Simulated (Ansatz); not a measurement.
Cost and result for the atomization energy of C2H5FN2 (`FC1NCN1`) (10 atoms, 10 bonds).

```json
{"atom": "F1", "x (Å)": "-0.0272", "y (Å)": "-1.5852", "z (Å)": "-1.0224"}
{"atom": "C2", "x (Å)": "0.2145", "y (Å)": "-0.9411", "z (Å)": "0.2016"}
{"atom": "N3", "x (Å)": "1.0568", "y (Å)": "0.2108", "z (Å)": "0.0610"}
{"atom": "C4", "x (Å)": "-0.1579", "y (Å)": "1.0406", "z (Å)": "0.0549"}
{"atom": "N5", "x (Å)": "-0.8807", "y (Å)": "-0.1124", "z (Å)": "0.6136"}
{"atom": "H6", "x (Å)": "0.5392", "y (Å)": "-1.7397", "z (Å)": "0.8729"}
{"atom": "H7", "x (Å)": "1.6341", "y (Å)": "0.2179", "z (Å)": "-0.7682"}
{"atom": "H8", "x (Å)": "-0.4946", "y (Å)": "1.3565", "z (Å)": "-0.9407"}
{"atom": "H9", "x (Å)": "-0.1110", "y (Å)": "1.9032", "z (Å)": "0.7236"}
{"atom": "H10", "x (Å)": "-1.7730", "y (Å)": "-0.3505", "z (Å)": "0.2037"}
```

Total charge 0; spin multiplicity 1. All single points use the PBE0-D4/def2-TZVP geometry. Program: Ansatz. All runs use 4 threads of an Arm Neoverse V2 on a shared host. Times are those of one run each, without the atoms' runs, and a repeat can differ threefold. Electronic energies, without spin–orbit coupling; frozen cores. CCSD(T)/CBS adds CCSD(T) − MP2 in def2-TZVPP to the MP2 limit, and its time is that of the two runs behind it. T1 = 0.011. B3LYP takes the VWN-RPA correlation (the form of Gaussian; ORCA's B3LYP/G).

CCSD(T)/CBS is a level of theory with its own doubt, some kJ/mol a heavy atom from the limit and from the frozen cores, so smaller differences don't rank the functionals.

```
                             level  functions  atomization (kJ/mol)  difference from CCSD(T)/CBS  per bond
                ωB97X-V/def2-TZVPP        225                3825.3                         39.0       3.9
r2SCAN-D4/def2-TZVPP (with forces)        225                3786.7                          0.4       0.0
                    MP2/def2-QZVPP        435                3823.6                         37.3       3.7
                CCSD(T)/def2-TZVPP        225                3666.6                       -119.7     -12.0
                 B2PLYP/def2-TZVPP        225                3755.8                        -30.5      -3.1
                 CCSD(T)/CBS(def2)          –                3786.3                          0.0       0.0
  ωB97M-V/def2-TZVPP (with forces)        225                3821.5                         35.2       3.5
 B3LYP-D4/def2-TZVPP (with forces)        225                3803.9                         17.6       1.8
                PBE0-D4/def2-TZVPP        225                3833.1                         46.8       4.7
   PBE-D4/def2-TZVPP (with forces)        225                3950.3                        164.0      16.4
```

Q: Order the runs by time, with rough figures. (Best estimate.)

A: Ansatz gave: PBE-D4/def2-TZVPP (with forces) 1.9 s; PBE0-D4/def2-TZVPP 1.9 s; B3LYP-D4/def2-TZVPP (with forces) 3 s; r2SCAN-D4/def2-TZVPP (with forces) 3.6 s; B2PLYP/def2-TZVPP 3.8 s; ωB97X-V/def2-TZVPP 4.8 s; ωB97M-V/def2-TZVPP (with forces) 7.5 s; MP2/def2-QZVPP 17 s; CCSD(T)/def2-TZVPP 100 s; CCSD(T)/CBS(def2) 120 s.

The D4 term adds +25.7 kJ/mol with B3LYP and +13.2 kJ/mol with PBE0; it sums over pairs of atoms, weighted by their polarisabilities, and B3LYP, whose exchange is more repulsive, gets the larger term. From PBE to PBE0 (25 % exact exchange), in def2-TZVPP and without D4, the atomization energy moves by −114.4 kJ/mol: exact exchange takes away binding that semilocal exchange gives to molecules. In def2-TZVPP, CCSD(T) changes the Hartree–Fock value by +1154.1 kJ/mol (the triples alone add +72.9 kJ/mol) and MP2 by +1240.2 kJ/mol; breaking electron pairs costs correlation energy, which Hartree–Fock lacks.
